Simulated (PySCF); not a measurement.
2-methyl-1-pyrroline, C₅H₉N.
Cartesian coordinates in Å at the PBE0-D3(BJ)/def2-SVP level; atoms count from 1:
```xyz
15
C5H9N angstrom
C      2.176   -0.372    0.346
C      0.699   -0.267    0.172
N     -0.052   -1.287    0.052
C     -1.431   -0.870   -0.110
C     -1.477    0.675   -0.025
C     -0.002    1.073    0.117
H      2.702    0.142   -0.475
H      2.495    0.116    1.282
H      2.479   -1.426    0.366
H     -2.047   -1.357    0.665
H     -1.808   -1.254   -1.074
H     -1.938    1.119   -0.919
H     -2.070    1.012    0.837
H      0.377    1.670   -0.730
H      0.211    1.664    1.024
```

Computed with core-valence-separated Tamm–Dancoff BHandHLYP/aug-pcX-1 (pcseg-1 on H) in PySCF, non-relativistic, gas phase, PBE0-D3(BJ)/def2-SVP geometry. Absolute energies from this functional tend to lie a few eV below measured edges; no shift was applied.

Task: Give energies, oscillator strengths and core holes at the N K edge.

Result: 
```csv
E (eV),f,core hole on,main final orbital
396.35,0.0596,N3,LUMO+4 (37 %)
400.56,0.0003,N3,LUMO (39 %)
401.02,0.0025,N3,LUMO+1 (48 %)
401.21,0.0047,N3,LUMO+3 (39 %)
401.31,0.0001,N3,LUMO+2 (51 %)
401.70,0.0063,N3,LUMO+6 (35 %)
401.97,0.0000,N3,LUMO+5 (51 %)
```

The first line with a tenth or more of the strongest one's intensity is at 396.35 eV (f = 0.060), with the hole on N3 (imine nitrogen). It is also the strongest listed.

Task: What does the C 1s absorption edge look like?

Result: 
```csv
E (eV),f,core hole on,main final orbital,polarisation
283.24,0.0704,C2,LUMO+4 (35 %),normal to the local trigonal plane
285.47,0.0142,C5,LUMO+1 (67 %),–
285.48,0.0084,C1,LUMO (68 %),–
285.51,0.0063,C1,LUMO+2 (53 %),–
285.59,0.0137,C6,LUMO (56 %),–
285.64,0.0092,C6,LUMO+2 (65 %),–
285.88,0.0266,C5,LUMO+2 (40 %),–
286.13,0.0165,C4,LUMO+1 (39 %),–
286.28,0.0052,C4,LUMO+4 (59 %),–
286.46,0.0203,C6,LUMO+4 (46 %),–
286.48,0.0282,C1,spread,–
286.53,0.0038,C5,LUMO (42 %),–
286.56,0.0252,C1,LUMO+8 (33 %),–
286.57,0.0015,C5,LUMO+4 (37 %),–
286.67,0.0244,C4,LUMO+2 (44 %),–
286.81,0.0035,C6,LUMO+1 (65 %),–
286.91,0.0004,C5,LUMO+3 (34 %),–
286.99,0.0040,C1,LUMO+1 (42 %),–
287.09,0.0081,C4,LUMO (39 %),–
287.20,0.0004,C6,LUMO+7 (31 %),–
287.31,0.0001,C2,LUMO (74 %),–
287.32,0.0049,C4,LUMO+1 (31 %),–
287.40,0.0026,C1,spread,–
```

The first line with a tenth or more of the strongest one's intensity is at 283.24 eV (f = 0.070), with the hole on C2 (imine carbon), polarised normal to the local trigonal plane: a 1s→π* resonance. It is also the strongest listed.

Roots within 0.03 eV whose holes lie on the same, on equivalent or on shared atoms are summed into one line, and the highest roots are left out, as the search may have cut off their partners. Final orbitals are the ground state's empty Kohn–Sham orbitals. A dash: too weak, shared between unlike atoms, or no plane or axis to refer to.

Task: What length of transition dipole belongs to the line at 396.35 eV?

Result: From f = (2/3) ΔE |μ|² in atomic units, with ΔE = 14.566 Eh and f = 0.0596: |μ| = 0.078 au = 0.20 D.

Only the lowest roots of each edge were sought.
